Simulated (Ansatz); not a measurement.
Single points on the cluster Al3H3.

```yaml
crystal:
  periodic: [false, false, false]
  atoms:
    - {symbol: Al, position_ang: [0.567994, 1.269332, 0.142823]}
    - {symbol: Al, position_ang: [-1.107318, 0.305522, 1.674338]}
    - {symbol: Al, position_ang: [0.041259, -1.369980, 0.275588]}
    - {symbol: H, position_ang: [-0.974258, 0.180713, -0.315904]}
    - {symbol: H, position_ang: [1.212318, 2.199670, -1.010308]}
    - {symbol: H, position_ang: [0.260004, -2.585267, -0.766527]}
basis:
  gaussian: {orbitals: def2-TZVPD, initial_orbitals: start.molden}
hamiltonian: {xc: r2scan, dispersion: d4}
scf: {omitted_lower_state_checks: [starts]}
output: {orbitals: {seedname: orbitals}}
```

The file start.molden holds the orbitals of an earlier run on this structure, at another level or in another basis.

```sh
$ ansatz run in.yaml --threads 4 --pin off --events-out ev --progress --plain --max-ram 3916MiB
```

It prints (some lines left out):

```
Functional definition: r2SCAN
  name "r2SCAN"
  cite "Furness, Kaplan, Ning, Perdew & Sun, J. Phys. Chem. Lett. 11, 8208 (2020) doi:10.1021/acs.jpclett.0c02405"
  cite "Furness, Kaplan, Ning, Perdew & Sun, J. Phys. Chem. Lett. 11, 9248 (2020) doi:10.1021/acs.jpclett.0c03077"
  parent r2scan
  parameter k0 = 0.174
  parameter k1 = 0.065
  parameter a1 = 4.9479
  exchange = r2scan_x(k0 = k0, k1 = k1, a1 = a1)
  correlation = r2scan_c
these checks for a lower state are left out or cut short: starts
945 factors; their error is unknown
mean field evaluation 1: about -19836.2699 eV, gradient 8.4e0 eV
mean field evaluation 2: about -19836.3207 eV, gradient 9.6e-2 eV
mean field evaluation 4: about -19836.3162 eV, gradient 1.2e-4 eV
mean field -19836.31621730 eV, -728.9711754478 hartree, gradient 1.4e-5 eV, S^2 0.000000; 0 other end points of the search recorded, 0 dependent functions left out
reference -19836.31623187 eV, -728.9711759832 hartree; 21, 21 occupied and 135, 135 virtual orbitals, 945 factors
Total energy: -19836.34269931 eV, -728.9721486436 hartree
Checks for a lower state left out: starts
```

Hardware: 4 threads of Arm Neoverse V2 on a shared host. Wall time 2.5 s.

As the first input, with `gaussian: {orbitals: def2-TZVP, initial_orbitals: start.molden}`, `hamiltonian: {xc: hse06, dispersion: d4}` (abridged; 1.1 s):

```
Functional definition: HSE06
mean field -19828.75617114 eV, -728.6933488757 hartree, gradient 2.8e-5 eV, S^2 0.000000
Total energy: -19828.86078116 eV, -728.6971932231 hartree
Checks for a lower state left out: starts
```

First input, but with `gaussian: {orbitals: def2-TZVP, initial_orbitals: start.molden}`, `hamiltonian: {xc: {name: BLYP}, dispersion: d4}` (abridged; 0.85 s):

```
Functional definition: BLYP
mean field -19838.72729384 eV, -729.0597808764 hartree, gradient 1.3e-5 eV, S^2 0.000000
Total energy: -19838.99459637 eV, -729.0696040632 hartree
Checks for a lower state left out: starts
```

The first input with `gaussian: {orbitals: def2-SVP, initial_orbitals: start.molden}`, `hamiltonian: {xc: pbe0, dispersion: d4}` (abridged; 0.55 s):

```
Functional definition: PBE0
mean field -19822.29769240 eV, -728.4560041596 hartree, gradient 1.7e-5 eV, S^2 0.000000
Total energy: -19822.40652144 eV, -728.4600035533 hartree
Checks for a lower state left out: starts
```

The first input with `gaussian: {orbitals: def2-TZVP, initial_orbitals: start.molden}`, `hamiltonian: {xc: pbe, dispersion: d4}`, `output: {forces: true, orbitals: {seedname: orbitals}}` (abridged; 0.95 s):

```
Functional definition: PBE
mean field -19827.52362684 eV, -728.6480537083 hartree, gradient 1.3e-5 eV, S^2 0.000000
Total energy: -19827.65156039 eV, -728.6527551793 hartree
Atom 0 force    -0.000709    -0.000441    -0.001917 eV/Å
Atom 1 force    -0.000706    -0.000767    -0.003329 eV/Å
Atom 2 force    -0.001081     0.002449     0.000559 eV/Å
Atom 3 force     0.000519    -0.002342     0.005938 eV/Å
Atom 4 force     0.002145     0.002463    -0.000307 eV/Å
Atom 5 force    -0.000169    -0.001361    -0.000944 eV/Å
Dipole moment:     0.024898     0.004692     0.205026 e Å
Checks for a lower state left out: starts
```

The first input with `gaussian: {orbitals: def2-TZVP, initial_orbitals: start.molden}`, `hamiltonian: {xc: {name: r2SCANh}, dispersion: d4}` (abridged; 2 s):

```
Functional definition: r2SCANh
mean field -19836.09896423 eV, -728.9631915446 hartree, gradient 1.9e-5 eV, S^2 0.000000
Total energy: -19836.12872908 eV, -728.9642853827 hartree
Checks for a lower state left out: starts
```

As the first input, with `gaussian: {orbitals: def2-TZVPP, initial_orbitals: start.molden}`, `correlation: {method: ccsd_t}` and without the key `hamiltonian` (abridged; 5.5 s):

```
Functional definition: HF
mean field -19794.61772846 eV, -727.4387842471 hartree, gradient 2.3e-6 eV, S^2 0.000000; unrestricted orbitals would lower it
15 core orbitals not correlated: weight in the atoms' cores, before any rotation towards them, 1.000 or more for the frozen orbitals, at most 0.000 for the correlated occupied ones
second order -6.63163690 eV of doubles, -0.00000000 eV of singles
cycle   1  -7.24481173 eV  change   -6.1e-1 eV  update   9.4e-2
cycle   2  -7.55992653 eV  change   -3.2e-1 eV  update   3.4e-2
cycle   3  -7.61592570 eV  change   -5.6e-2 eV  update   1.5e-2
cycle   4  -7.61444670 eV  change    1.5e-3 eV  update   4.9e-3
cycle   5  -7.61300210 eV  change    1.4e-3 eV  update   1.8e-3
cycle   6  -7.61230391 eV  change    7.0e-4 eV  update   7.7e-4
cycle   7  -7.61239572 eV  change   -9.2e-5 eV  update   3.0e-4
cycle   8  -7.61250703 eV  change   -1.1e-4 eV  update   1.3e-4
cycle   9  -7.61247724 eV  change    3.0e-5 eV  update   4.8e-5
cycle  10  -7.61245955 eV  change    1.8e-5 eV  update   1.9e-5
cycle  11  -7.61246180 eV  change   -2.3e-6 eV  update   8.8e-6
perturbative correction -0.45159105 eV, -0.0165956650 hartree
Total energy: -19802.68178131 eV, -727.7351327233 hartree
Checks for a lower state left out: starts
```

Geometry: PBE-D4/def2-TZVP.

HSE06 is defined as in plane-wave codes, on full-range PBE exchange. Correlated methods freeze 15 core orbitals. The restricted singlet is unstable towards broken spin symmetry in Hartree–Fock (as tested in another run); at r2SCAN-D4/def2-TZVPD, HSE06-D4/def2-TZVP, BLYP-D4/def2-TZVP, PBE0-D4/def2-SVP and others this wasn't settled. At CCSD(T)/def2-TZVPP the restricted singlet (for correlated methods, its reference) is unstable: a solution with broken spin symmetry lies lower. The structure comes from a short search, and lower isomers may exist.
